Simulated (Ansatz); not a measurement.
# CH2O+ (doublet): from Hartree-Fock to the top rungs, def2-TZVPP

An exercise on one series of results from a longer session: the logs are not shown, and one member is left open.

Program: Ansatz 0.2.0, Gaussian basis. Level of theory: def2-TZVPP, core rule «outside noble gas», up to 2 orbitals frozen. These are calculated values, not measurements.

The runs, in order: UHF; ROHF; CCSD(T) on UHF.

2 further runs of the same task are left out: 2 set aside as unsound or not needed.

**The geometry**

The geometry is a PBE0/def2-TZVP stationary point (not a proven minimum) of the parent state, kept for this charge and spin.

4 atoms, charge 1, spin multiplicity 2.

Atoms are counted from 1 here; the program's logs count them from 0.

Bond lengths: O1–C2 1.304 Å, C2–H3 1.085 Å, C2–H4 1.085 Å. Angles: O1–C2–H3 118.2°, O1–C2–H4 118.2°, H3–C2–H4 123.6°.

Set-up of the first run:

File in.yaml:

```yaml
crystal:
  periodic: [false, false, false]
  atoms:
    - {symbol: O, position_ang: [0.000000, 0.000000, 0.643781]}
    - {symbol: C, position_ang: [0.000000, 0.000000, -0.660640]}
    - {symbol: H, position_ang: [0.000000, -0.956723, -1.173362]}
    - {symbol: H, position_ang: [0.000000, 0.956723, -1.173362]}
basis:
  gaussian: {orbitals: def2-TZVPP}
total_charge: 1
magnetization: {spin_polarized: true, initial_magnetization: 1}
hamiltonian: {xc: hf}
output: {orbitals: {seedname: orbitals}}
```

Command:

```bash
ansatz run in.yaml --threads 1 --pin off --events-out ev --progress --plain --max-ram 4096MiB --backend cpu
```

Steps of the session up to this table: UHF; ROHF; CCSD(T) on UHF.

One table of the session follows, with a row left open; its other results are not shown here.

| method | from UCCSD(T) (meV) |
| --- | --- |
| ROHF | +10201.9 |
| UHF | +10002.2 |
| UMP2 | ? |
| UCCSD | +393.5 |
| UCCSD(T) | 0 |

Estimate the missing values for UMP2.

As computed: from UCCSD(T) (meV): +1172.2. In the column «from UCCSD(T) (meV)» it lies between UCCSD (+393.5) and UHF (+10002.2).
